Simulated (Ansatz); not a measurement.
## Relaxing Sb

The calculation used DFT r2SCAN, scalar-relativistic, plane waves, PAW (Ansatz). Cutoff 500 eV, Γ-centred k mesh, Gaussian smearing, no spin polarisation in the final step.

A relaxed cell is given with its space group left out.

```yaml
crystal:
  lattice:
    - [3.27268, 0.00000, 0.00000]
    - [-1.63634, 2.83422, 0.00000]
    - [0.00000, 0.00000, 3.09149]
  atoms:
    - { symbol: Sb, position: [0.00000, 0.00000, 0.00000] }
```

Energies count from the standard state of Sb at the same level.

Question: What space group does it have?

Answer: P6/mmm (No. 191). Conventional cell: a = 3.273 Å, c = 3.091 Å. Sb is coordinated by 8 Sb at 3.09–3.27 Å.

Question: How far above the standard state of Sb does it lie?

Answer: 0.22 eV/atom.

Question: Is it a metal?

Answer: Yes, bands cross the Fermi level on the 21×21×18 mesh.

The final run used a 21×21×18 mesh on its 1-atom cell and 0.10 eV smearing. For metals, differences of a few meV/atom aren't resolved. Spin–orbit coupling is left out. The cell came from a trial start, so Sb may not exist in this structure.